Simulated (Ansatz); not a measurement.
Ansatz (a quantum-chemistry and plane-wave program) input (CCSD(T)/aug-cc-pVDZ):

Ansatz 0.2 input:
```yaml
crystal:
  periodic: [false, false, false]
  atoms:
    - {symbol: C, position_ang: [0.13024566, 0.85108141, -0.45470947]}
    - {symbol: O, position_ang: [-0.00376065, -0.00303305, 0.86250643]}
    - {symbol: C, position_ang: [0.02493219, -0.64005001, -0.38613383]}
    - {symbol: H, position_ang: [-0.92028812, 1.20080584, -0.62002850]}
    - {symbol: H, position_ang: [-0.89689779, -1.18874982, -0.64519838]}
    - {symbol: H, position_ang: [0.91620393, -1.25398011, -0.58976473]}
basis:
  gaussian:
    orbitals: aug-cc-pVDZ
total_charge: -1
magnetization: {spin_polarized: false}
correlation: {method: ccsd_t, electrons: outside_noble_gas}
```

End of the output:

```
integrals: 0.12 GiB planned
948 factors; integrals over basis functions are off by at most 6.6e-4 eV
mean field: 0.22 GiB planned
mean field evaluation 1: about -4140.5920 eV, gradient 2.1e1 eV
mean field evaluation 2: about -4140.5927 eV, gradient 2.1e1 eV
mean field evaluation 4: about -4142.0140 eV, gradient 3.5e0 eV
mean field evaluation 8: about -4142.0702 eV, gradient 1.4e-1 eV
mean field evaluation 16: about -4142.0606 eV, gradient 1.2e0 eV
mean field -4142.07059011 eV, -152.2182865903 hartree, gradient 1.3e-6 eV, S^2 0.000000; 0 other end points of the search recorded, 0 dependent functions left out
3 core orbitals not correlated
reference -4142.07059011 eV, -152.2182865903 hartree; 9, 9 occupied and 84, 84 virtual orbitals, 948 factors
second order -13.67617564 eV of doubles, -0.00000000 eV of singles
coupled cluster: 0.36 GiB planned
cycle   1  -13.70369873 eV  change   -2.8e-2 eV  update   1.1e-1
cycle   2  -14.11504273 eV  change   -4.1e-1 eV  update   3.6e-2
cycle   3  -14.24293435 eV  change   -1.3e-1 eV  update   2.0e-2
cycle   4  -14.23971773 eV  change    3.2e-3 eV  update   6.0e-3
cycle   5  -14.23586465 eV  change    3.9e-3 eV  update   3.5e-3
cycle   6  -14.23692893 eV  change   -1.1e-3 eV  update   1.6e-3
cycle   7  -14.23678517 eV  change    1.4e-4 eV  update   9.2e-4
cycle   8  -14.23633353 eV  change    4.5e-4 eV  update   4.5e-4
cycle   9  -14.23633694 eV  change   -3.4e-6 eV  update   2.2e-4
cycle  10  -14.23654705 eV  change   -2.1e-4 eV  update   1.1e-4
cycle  11  -14.23642778 eV  change    1.2e-4 eV  update   6.2e-5
cycle  12  -14.23643899 eV  change   -1.1e-5 eV  update   3.2e-5
cycle  13  -14.23644823 eV  change   -9.2e-6 eV  update   1.6e-5
perturbative correction -0.57713417 eV, -0.0212092897 hartree
Total energy: -4156.88417251 eV, -152.7626757026 hartree
```

It need not be the lowest isomer of its formula. Whether it binds its extra electron was not tested at this geometry.
